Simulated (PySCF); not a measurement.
## O: ionisation energy

O [He] 2s2 2p4 (3P) → O⁺ [He] 2s2 2p3 (4S), as a difference of total energies. Calculation: PySCF 2.14, in 6-31G*; the non-relativistic Hamiltonian (point nucleus). Correlated levels: valence: 1s2 frozen. The calculations carry no spin-orbit coupling.

```json
{"method": "UHF", "ionisation energy (eV)": "12.030", "error (eV)": "-1.578"}
{"method": "r2SCAN", "ionisation energy (eV)": "13.630", "error (eV)": "+0.022"}
{"method": "LDA", "ionisation energy (eV)": "13.819", "error (eV)": "+0.211"}
{"method": "MP2 (valence)", "ionisation energy (eV)": "12.965", "error (eV)": "-0.643"}
{"method": "SCS-MP2 (valence)", "ionisation energy (eV)": "12.965", "error (eV)": "-0.643"}
{"method": "CCSD (valence)", "ionisation energy (eV)": "12.973", "error (eV)": "-0.635"}
{"method": "CCSD(T) (valence)", "ionisation energy (eV)": "12.981", "error (eV)": "-0.627"}
```

Reference: 13.608 eV (measured; NIST levels, between the centres of gravity of the two terms).

Errors of the correlated levels include the incompleteness of this basis and the frozen core.
